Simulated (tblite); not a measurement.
C5H12S (charge +1 and doublet state).
Atom-mapped SMILES: `[CH3:1][CH2:2][CH2:3][C@H:4]([CH3:5])[SH+:6]` (hydrogens: H7, H8, H9 on C1; H10, H11 on C2; H12, H13 on C3; H14 on C4; H15, H16, H17 on C5; H18 on S6)

Computed geometry: GFN2-xTB, gas phase. This method treats the open shell by occupation alone, without spin polarisation.

Question: List the bond lengths, angles and torsions at this level.

Answer: 
```csv
bond,length (Å)
C1–C2,1.501
C2–C3,1.526
C3–C4,1.525
C4–C5,1.520
C4–S6,1.843
"C1–H7, C1–H8, C1–H9",1.090
C2–H10,1.123
C2–H11,1.094
C3–H12,1.093
C3–H13,1.092
C4–H14,1.092
"C5–H15, C5–H16, C5–H17",1.088
S6–H18,1.349
```

Bonds in one row agree within 0.01 Å and their mean is given. A selection of angles:
```csv
angle,degrees
C2–C1–H7,111.4
C2–C1–H9,110.1
H7–C1–H8,109.8
H7–C1–H9,106.6
C1–C2–C3,114.4
C1–C2–H10,109.9
C1–C2–H11,110.8
C3–C2–H10,105.3
C3–C2–H11,111.4
H10–C2–H11,104.4
C2–C3–C4,110.0
C2–C3–H12,110.3
C2–C3–H13,109.8
C4–C3–H12,109.6
C4–C3–H13,109.8
H12–C3–H13,107.3
C3–C4–C5,113.8
C3–C4–S6,108.0
C3–C4–H14,110.7
C5–C4–S6,109.6
C5–C4–H14,110.6
S6–C4–H14,103.7
C4–C5–H15,111.4
C4–C5–H16,109.0
H15–C5–H16,107.8
H15–C5–H17,109.0
C4–S6–H18,96.3
```

Dihedral angles: C1–C2–C3–C4 -167° (antiperiplanar); C2–C3–C4–C5 171° (antiperiplanar); H18–S6–C4–C3 64° (synclinal).

The C–C distances run from 1.501 Å (C1–C2, drawn single) to 1.526 Å (C2–C3, drawn single), a spread of 0.025 Å. Of the pairs four or more bonds apart, S6···H10 is among the closest relative to their van der Waals radii: 2.24 Å, 75 % of the sum of Bondi's values. S6 (sulfur bonded to C and H) is bent (angle 96.3°).

Point group: C1 (no symmetry element, even within 0.4 Å). Its GFN2-xTB frequencies are all real (lowest 92 cm⁻¹). Torsions: C1–C2–C3–C4 -167°, C2–C3–C4–C5 171°, C3–C4–S6–H 64°.

On one thread, Arm Neoverse V1 (aarch64), shared host, this took 0.47 s wall. That covers the optimisation of the geometry.

One conformer stands for the species.
